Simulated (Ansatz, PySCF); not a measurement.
System: sulfur dioxide, SO2 (charge 0, singlet). 
Coordinates optimised at B3LYP-D3(BJ)/def2-TZVP (Ansatz, a quantum-chemistry and plane-wave program):
SMILES: O=S=O
```xyz
3

S     -0.0171     0.0041     0.3653
O      0.0256     1.2345    -0.3789
O      0.0086    -1.2427    -0.3517
```

Quantity: atomisation energy (electronic, to ground-state atoms), in kJ/mol. Valence correlation only, unless marked. UHF or UKS for open shells. Spin-orbit coupling is left out. No relativistic terms. The coupled-cluster limit lacks core correlation, which all-electron functionals hold. CBS marks a two-point X^-3 extrapolation of the correlation energy; Hartree-Fock from the larger set.

```tsv
level	program	atomisation energy (kJ/mol)	minus last row	rough core time
BP86-D3(BJ)/def2-TZVPD	PySCF + dftd3	1164.5	89.0	-
PBE0-D4/def2-TZVP	Ansatz + dftd4	1053.7	-21.8	under 20 s
TPSSh/def2-TZVPD	PySCF	1034.8	-40.7	-
B2PLYP/def2-TZVPD	Ansatz	1062.4	-13.1	under 20 s
SCS-MP2/aug-cc-pV(T+d)Z	Ansatz	1090.4	14.9	-
CCSD/cc-pV(D+d)Z	Ansatz	805.7	-269.8	-
CCSD/cc-pwCVTZ	Ansatz	957.5	-118.0	-
CCSD(T)/aug-cc-pV(T+d)Z	Ansatz	1026.7	-48.8	under 20 s
CCSD(T)/cc-pwCVTZ	Ansatz	1019.9	-55.6	under 20 s
CCSD(T)/CBS(cc-pV(T+d)Z,cc-pV(Q+d)Z)	Ansatz	1075.5	0.0	24 s
```

Core times are rough, on shared machines, summed over the molecules involved; a dash marks a level read off another run, or run on other hardware, by another program or under a memory cap.

The Hartree-Fock reference is unstable (checked in the largest basis), which strains HF and MP2.
